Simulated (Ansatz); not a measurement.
# NH₃O (triplet): from Hartree-Fock to the top rungs at distance O1–H3 along a hydrogen transfer = 0.960 Å, cc-pVDZ

An exercise on one series of results from a longer session: the logs are not shown, and one member is left open.

Program: Ansatz 0.2.0, Gaussian basis. Level of theory: cc-pVDZ, core rule «outside noble gas», up to 2 orbitals frozen. These are calculated values, not measurements.

The runs, in order: UHF; CCSD(T) on ROHF; CCSD(T) on UHF; BCCD(T) on ROHF; CISD; CCSDT(Q) on ROHF; CCSDT(Q) on UHF; CASSCF and MRCISD+Q, 4 electrons in 4 orbitals; CASSCF and NEVPT2, 4 electrons in 4 orbitals; CASSCF and NEVPT2, 14 electrons in 11 orbitals.

10 further runs of the same task are left out: 9 that didn't finish, 1 set aside as unsound or not needed.

## The system

The geometry derives from fragments relaxed apart (PBE0/def2-TZVP) and kept rigid, so it is no stationary point. A hydrogen atom is moved between rigid fragments.

5 atoms, charge 0, spin multiplicity 3.

Atoms are counted from 1 here; the program's logs count them from 0.

Bond lengths: O1–H2 0.960 Å, O1–H3 0.960 Å, N4–H5 1.040 Å. Angles: H2–O1–H3 105.1°.

The first run:

Contents of in.yaml:

```yaml
crystal:
  periodic: [false, false, false]
  atoms:
    - {symbol: O, position_ang: [-1.194965, 0.002370, 0.000000]}
    - {symbol: H, position_ang: [-1.444275, 0.928945, 0.000000]}
    - {symbol: H, position_ang: [-0.235436, 0.002370, 0.000000]}
    - {symbol: N, position_ang: [1.368035, 0.002370, 0.000000]}
    - {symbol: H, position_ang: [1.637117, -1.001857, 0.000000]}
basis:
  gaussian: {orbitals: cc-pVDZ}
magnetization: {spin_polarized: true, initial_magnetization: 2}
hamiltonian: {xc: hf}
output: {orbitals: {seedname: orbitals}}
```

The run is started by

```
ansatz run in.yaml --threads 1 --pin off --events-out ev --progress --plain --max-ram 2393MiB
```

Among the steps run: UHF; CCSD(T) on ROHF; CCSD(T) on UHF; BCCD(T) on ROHF; CISD; CCSDT(Q) on ROHF; CCSDT(Q) on UHF; CASSCF and MRCISD+Q, 4 electrons in 4 orbitals; CASSCF and NEVPT2, 4 electrons in 4 orbitals; CASSCF and NEVPT2, 14 electrons in 11 orbitals.

One table of the session follows, with a row left open; its other results are not shown here.

| method | from UCCSDT(Q) (meV) |
| --- | --- |
| ROHF | +9612.9 |
| UHF | +9412.6 |
| RMP2 | +956.7 |
| UMP2 | +953.1 |
| CISD | +860.6 |
| RCCSD | +178.5 |
| UCCSD | +175.1 |
| RCCSD(T) | +32.5 |
| UCCSD(T) | +31.0 |
| BCCD(T) | +32.3 |
| RCCSDT | +18.4 |
| UCCSDT | +17.0 |
| RCCSDT(Q) | ? |
| UCCSDT(Q) | 0 |
| CASSCF pair | +8982.8 |
| NEVPT2 pair | +888.9 |
| CASSCF valence | +7449.5 |
| NEVPT2 valence | +1209.2 |

Estimate the missing values for RCCSDT(Q).

The run gave: from UCCSDT(Q) (meV): +1.5. In the column «from UCCSDT(Q) (meV)» it lies between UCCSDT(Q) (0) and UCCSDT (+17.0).

Not comparable, so not listed: CASSCF and MRCISD+Q, 4 electrons in 4 orbitals (they don't share determinant, frozen orbitals or solution with the rows shown, or repeat one).

To keep in mind: Restricted and unrestricted rows rest on different reference determinants; where their highest levels disagree by more than a few hundredths of an eV, they describe different states and don't form one ladder. Warnings in the runs' records: passed over end.
